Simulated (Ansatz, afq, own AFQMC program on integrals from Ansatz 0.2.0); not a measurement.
AFQMC on a folder of integrals that Ansatz 0.2.0 wrote.

```yaml
crystal:
  periodic: [false, false, false]
  atoms:
    - {symbol: N, position_ang: [0.000000, 0.000000, 0.000000]}
    - {symbol: H, position_ang: [0.000000, 0.000000, 2.246000]}
basis:
  gaussian: {orbitals: cc-pVDZ}
magnetization: {spin_polarized: false, initial_magnetization: 2}
correlation: {method: ccsd_t, electrons: outside_noble_gas, hamiltonian_folder: ham}
```

```sh
$ ansatz run in.yaml --threads 1 --pin off --events-out ev --progress --plain --max-ram 16896MiB --backend cuda --devices 0, --max-vram 18GiB
```

afq runs on the folder ham with

```
--method phaseless --trial cisd --walkers 4000 --populations 20 --least-time 60 --time-step 0.005 --steps-per-block 50 --equilibration-blocks 40 --max-blocks 4000 --target-error 0.00029 --factor-cut 1e-05 --start spin_pure --seed 6309 --release-times 0.24,0.51,0.99,1.62,2.4 --release-step 0.03 --release-every 3 --taylor-order 6
```

Times are imaginary, in 1/Eh. The walk had a cap of 122 s. With eight or more populations the least sampling time is a fifth of least-time, and the error comes from their spread.

afq prints:

```
orbitals 18  electrons 4 2  factors 101 of 181
reference energy -54.75302613 Eh
CCSD correlation -0.22333420 Eh in 19 cycles, weight of the determinant in the CISD state 0.5248
energy of the start -54.976372 Eh
 block  time / (1/Eh)  mean weight  energy / Eh
     1     0.250  1.0000  -54.974449
     2     0.500  1.0000  -54.975535
     3     0.750  1.0000  -54.976918
     4     1.000  0.9998  -54.977400
     5     1.250  1.0001  -54.979100
    10     2.500  1.0000  -54.981356
    19     4.750  0.9999  -54.982768
    29     7.250  1.0001  -54.982212
    39     9.750  0.9999  -54.983675
    49    12.250  1.0000  -54.982781
    59    14.750  1.0002  -54.983545
    61    15.250  1.0001  -54.984747
    65    16.250  0.9999  -54.980850
    69    17.250  0.9997  -54.981802
    79    19.750  1.0001  -54.982650
    89    22.250  1.0001  -54.983053
error from the spread of 20 populations
released: time / (1/Eh)  energy / Eh  error  mean overlap
  0.24  -54.983038  0.000163  1.0001
  0.51  -54.983290  0.000148  0.9993
  0.99  -54.983380  0.000122  0.9995
  1.62  -54.983688  0.000194  0.9995
  2.40  -54.983804  0.000168  0.9972
energy -54.982922 +/- 0.000155 Eh
(rows thinned)
```

The run passed its tests (sampling time, drift between the halves within three errors, error under three times the target), which doesn't prove that it has relaxed. The second half of the sampling lies above the first by 1.5 errors of their difference, so the energy may still be moving and its error bar be too small.

Against this walk (error 4.2 meV) on the same determinant: CCSD(T) 22.5 meV higher, CCSDT(Q) 41.6 meV lower, CCSDTQ 37.6 meV lower, full CI 38.1 meV lower. The error is statistical and leaves out the bias of the constraint. The released energies are still falling (meV from the phaseless value at times in 1/Eh: -3 ± 4 at 0.24, -10 ± 4 at 0.51, -12 ± 3 at 0.99, -21 ± 5 at 1.62, -24 ± 5 at 2.40), so they give no level; they do show a bias of the constraint, and the last of them that isn't too noisy lies 14 meV above full CI. Full CI is exact here, so the walk's 38 meV above it is the walk's own error: the bias of the constraint with this trial, or a walk that hasn't relaxed. The determinant is a poor start (see the cautions), so the low cluster orders aren't to be relied on, and full CI is the sure value.

Cautions: constraint bias not in the error; lower spins were not checked; a spin-contaminated unrestricted determinant lies lower (UHF 3.73 eV lower, ⟨S²⟩ 2.95); strong correlation (T1 0.213, weight of the determinant 0.52, largest double 0.28); the CCSD(T) amplitudes may be one of several solutions (largest double 0.28); the CCSDT(Q) amplitudes may be one of several solutions (largest double 0.47); the CCSDTQ amplitudes may be one of several solutions (largest double 0.48).

The walk took 44 s on 1 × NVIDIA H100 80GB HBM3 with 2 threads of AMD EPYC 7R13 Processor (Zen 3) (shared host) (the card was shared). The log's last line is the phaseless energy.

CCSDT and higher add their correlation energy to the determinant of the CCSD(T) run, since their own runs factorise the integrals more tightly (a shift of under 2 meV). A walk keeps the symmetry of its determinant, which the program's search chose and which needn't be the lowest solution, so a lower state of the same spin and another symmetry isn't excluded.
